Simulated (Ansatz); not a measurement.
# BClH₂N− (SMILES [NH-]BCl): functionals against CCSD(T) at one geometry

Aim: energy, forces and dipole at a structure displaced at random from a GFN2-xTB minimum, from CCSD(T) and from density functionals.

Computed with Ansatz 0.2.0, Gaussian basis. Level: single points in def2-TZVPPD.

Cores are frozen in the correlated methods.

**1. Starting geometry**

SMILES `[NH-]BCl`, 5 atoms, charge -1, spin multiplicity 1.

Atoms are counted from 1 here; the program's logs count them from 0.

Bond lengths: N1–B2 1.321 Å, N1–H4 1.010 Å, B2–Cl3 1.927 Å, B2–H5 1.192 Å. Angles: B2–N1–H4 122.4°, N1–B2–Cl3 124.8°, N1–B2–H5 126.9°, Cl3–B2–H5 108.2°.

Geometry (Å):

```
N    -0.55300   -0.84240   -0.38610
B     0.30290   -0.07590    0.26530
Cl    0.34680    1.84830    0.17490
H    -1.26960   -0.46320   -0.98780
H     1.20760   -0.43670    0.95280
```

**2. CCSD(T)/def2-TZVPPD**

run/in.yaml

```yaml
crystal:
  periodic: [false, false, false]
  atoms:
    - {symbol: N, position_ang: [-0.553000, -0.842400, -0.386100]}
    - {symbol: B, position_ang: [0.302900, -0.075900, 0.265300]}
    - {symbol: Cl, position_ang: [0.346800, 1.848300, 0.174900]}
    - {symbol: H, position_ang: [-1.269600, -0.463200, -0.987800]}
    - {symbol: H, position_ang: [1.207600, -0.436700, 0.952800]}
basis:
  gaussian: {orbitals: "def2-TZVPPD.json"}
total_charge: -1
correlation: {method: ccsd_t}
output: {forces: true}
```

The basis file named in the input lies beside it (Basis Set Exchange, JSON).

No record of the launch command was kept for these runs.

**3. PBE0-D4/def2-TZVPPD**

run/in.yaml: that of step 2 with these lines changed.

```diff
@@ -11,3 +11,3 @@
 total_charge: -1
-correlation: {method: ccsd_t}
-output: {forces: true}
+hamiltonian: {xc: pbe0, dispersion: d4}
+output: {forces: true, orbitals: {seedname: orbitals}}
```

**4. wB97M-V/def2-TZVPPD**

run/in.yaml: that of step 3 with these lines changed.

```diff
@@ -11,3 +11,3 @@
 total_charge: -1
-hamiltonian: {xc: pbe0, dispersion: d4}
-output: {forces: true, orbitals: {seedname: orbitals}}
+hamiltonian: {xc: {name: wB97M-V}}
+output: {forces: true}
```

**5. r2SCAN-D4/def2-TZVPPD**

run/in.yaml: that of step 4 with these lines changed.

```diff
@@ -11,3 +11,3 @@
 total_charge: -1
-hamiltonian: {xc: {name: wB97M-V}}
+hamiltonian: {xc: r2scan, dispersion: d4}
 output: {forces: true}
```

**6. PBE-D4/def2-TZVPPD**

run/in.yaml: that of step 5 with these lines changed.

```diff
@@ -11,3 +11,3 @@
 total_charge: -1
-hamiltonian: {xc: r2scan, dispersion: d4}
+hamiltonian: {xc: pbe, dispersion: d4}
 output: {forces: true}
```

**7. r2SCAN0-D4/def2-TZVPPD**

run/in.yaml: that of step 6 with these lines changed.

```diff
@@ -11,3 +11,3 @@
 total_charge: -1
-hamiltonian: {xc: pbe, dispersion: d4}
+hamiltonian: {xc: {name: r2SCAN0}, dispersion: d4}
 output: {forces: true}
```

**8. SPW92/def2-TZVPPD**

run/in.yaml: that of step 7 with these lines changed.

```diff
@@ -11,3 +11,3 @@
 total_charge: -1
-hamiltonian: {xc: {name: r2SCAN0}, dispersion: d4}
+hamiltonian: {xc: lda}
 output: {forces: true}
```

(Steps that only read results are left out.)

Before running it: what results should come out? Wanted: RMS force component; RMS force error; HOMO and LUMO, PBE0-D4; T1 diagnostic.

The runs gave:

```
              quantity                                                                                            value
   RMS force component                                                             0.272 to 0.522 eV/Å over the methods
       RMS force error  PBE0-D4 0.242, wB97M-V 0.240, r2SCAN-D4 0.202, PBE-D4 0.163, r2SCAN0-D4 0.309, SPW92 0.365 eV/Å
HOMO and LUMO, PBE0-D4                                                                                -1.35 and 3.82 eV
         T1 diagnostic                                                                                            0.013
```

**Reading.** For forces PBE-D4 does best and SPW92 worst. Frozen-core CCSD(T) forces in triple zeta carry basis errors of their own, and this is one geometry, so small gaps rank nothing.
